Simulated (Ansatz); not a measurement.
Ansatz (a quantum-chemistry and plane-wave program) input (PBE/6-311++G(3df,3pd)): A basis named .json is the Basis Set Exchange file of that set (core-valence sets with the plain set on hydrogen).

Ansatz 0.2 input:
```yaml
crystal:
  periodic: [false, false, false]
  atoms:
    - {symbol: C, position_ang: [-0.00000000, -0.00000000, -0.51434199]}
    - {symbol: O, position_ang: [0.00000000, 0.00000000, 0.58709802]}
    - {symbol: H, position_ang: [-0.00000000, -0.00000000, -1.61073223]}
basis:
  gaussian:
    orbitals: 6-311++G_3df_3pd_.json
hamiltonian:
  xc: {name: PBE}
total_charge: 1
magnetization: {spin_polarized: false}
```

Output:

```
Functional definition: PBE
integrals: 0.01 GiB planned
457 factors; their error is unknown
mean field: 0.17 GiB planned
mean field evaluation 1: about -3074.8248 eV, gradient 9.2e1 eV
mean field evaluation 2: about -3000.1694 eV, gradient 1.9e2 eV
mean field evaluation 4: about -3087.2605 eV, gradient 1.3e1 eV
mean field evaluation 8: about -3087.5628 eV, gradient 1.1e-1 eV
mean field evaluation 16: about -3087.5456 eV, gradient 3.7e-5 eV
mean field -3087.54558842 eV, -113.4652075607 hartree, gradient 3.7e-5 eV, S^2 0.000000; 0 other end points of the search recorded, 0 dependent functions left out
reference -3087.54561754 eV, -113.4652086309 hartree; 7, 7 occupied and 89, 89 virtual orbitals, 457 factors
Total energy: -3087.54561754 eV, -113.4652086309 hartree
```
